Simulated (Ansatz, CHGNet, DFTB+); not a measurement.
# Double-hcp La, c axis length

Reference value: 12.171 Å (measured, 293 K, not corrected to a static lattice; as tabulated in Wikipedia's data pages).

| level (code) | value (Å) | difference (%) |
|---|---|---|
| GFN1-xTB as cut by DFTB+ | 16.955 | +39 |
| CHGNet 0.3.0 | 12.297 | +1.04 |
| LDA (Ansatz) | 11.522 | -5.33 |
| PBE (Ansatz) | 12.086 | -0.70 |
| PBEsol-D3(BJ) (Ansatz) | 11.327 | -6.93 |
| r²SCAN+rVV10 (Ansatz) | 11.898 | -2.24 |
| PBE0 (Ansatz) | 12.176 | +0.04 |

Leaving aside GFN1-xTB as cut by DFTB+ (doubt noted below): The reference is not for a static lattice or low temperature, so close values are not ranked against it. Off by more than 1.75 %, or 2.45 % on the side where a correction would as a rule narrow the miss (bounds picked here): PBEsol-D3(BJ) (-6.93 %), LDA (-5.33 %).

The measured value isn't corrected to a static lattice, so vibrations enter the comparison.  GFN1-xTB as cut by DFTB+: the cell has another shape than the first-principles one, perhaps another minimum in the same group. GFN1-xTB as cut by DFTB+: the cell moved over 20 % in volume from its start. GFN1-xTB as cut by DFTB+: the method was fitted mainly to molecules. GFN1-xTB as cut by DFTB+: codes differ in how they cut the long-range tail of xTB's charge interaction in a crystal, so the value belongs to this code. Cutoffs and k meshes differ between the levels. Ansatz's density-functional and Hartree–Fock values are scalar-relativistic unless marked +SOC, with PAW data made under PBE.

Machine-learned potentials (CHGNet 0.3.0) are trained on DFT data: a solid inside that data is no test of them.

Differences are worked out from the printed values.

Ansatz is a program for electronic structure.
